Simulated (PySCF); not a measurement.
# 2-chloropropane: calculation against experiment

**Experimental background.**

NIST CCCBDB Release 22 (SRD 101), experimental dipoles lists, for the gas: dipole moment (dielectric constant and refractivity) 2.17 D.

How close the calculation comes is told at the end.

2-chloropropane, C3H7Cl.
Numbering: `[CH3:1][CH:2]([CH3:3])[Cl:4]` (hydrogens: H5, H6, H7 on C1; H8 on C2; H9, H10, H11 on C3)

Geometry (GFN2-xTB, Å), atoms numbered from 1 in this order:
```
atom  x, y, z in Å
C1    -1.2776   -0.0949   -0.1753
C2     0.0933    0.5536   -0.1123
C3     1.1593   -0.3829    0.4263
Cl4    0.5631    1.0741   -1.7703
H5    -2.0116    0.5936   -0.5860
H6    -1.5914   -0.3827    0.8260
H7    -1.2479   -0.9835   -0.8013
H8     0.0565    1.4728    0.4784
H9     0.9168   -0.6594    1.4505
H10    2.1345    0.0973    0.4165
H11    1.2104   -1.2853   -0.1784
```

The PySCF runs (gas phase, on this GFN2-xTB geometry; no spin–orbit coupling):

```json
{"level": "PBE0/pcSseg-1", "job": "shieldings, charges and field gradients", "basis functions": "110", "wall time": "11 s"}
{"level": "CAM-B3LYP/def2-SVPD", "job": "8 singlets by full TDDFT, 3 Tamm–Dancoff triplets, polarisability", "basis functions": "143", "wall time": "11 s"}
```

Hardware: x86-64 server, one thread (shared host).

Results beside the measurements:

**Dipole moment.** Measured: 2.17 D (NIST CCCBDB Release 22 (SRD 101), experimental dipoles).

| level | computed (D) | computed − measured (D) | % (from the printed values) |
| --- | --- | --- | --- |
| PBE0/pcSseg-1 | 2.24 | +0.07 | +3 |
| CAM-B3LYP/def2-SVPD | 2.26 | +0.09 | +4 |

Closest is PBE0/pcSseg-1 (+0.07 D), furthest CAM-B3LYP/def2-SVPD (+0.09 D); one molecule doesn't rank methods. The computed dipoles belong to one fixed geometry; measured ones are averaged over vibrations unless marked μe. Magnitudes are compared, not signs.

No measured geometry was used, and the causes of the misses weren't examined.
